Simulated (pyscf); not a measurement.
PySCF, gas phase, ωB97X-D3(BJ)/def2-SVP geometries.

**Question.** F–SiH•–O–SiH₃ + hydrogen (H₂) -> •H₂Si–O–SiH₃ + hydrogen fluoride (HF)
Surface: doublet. Broken: F–Si, H–H. Formed: H–Si, F–H. Give ΔE‡ and ΔE from ωB97M-D3(BJ)/def2-TZVP, relative to the separated reactants.

**Answer.** ΔE‡ = 2.36 eV, ΔE = +1.32 eV. Zero-point energy shifts the barrier by +0.13 eV. It is a four-centre exchange, with an imaginary mode of 1138i cm⁻¹. This is the saddle that the search found; another between the same sides may lie lower.
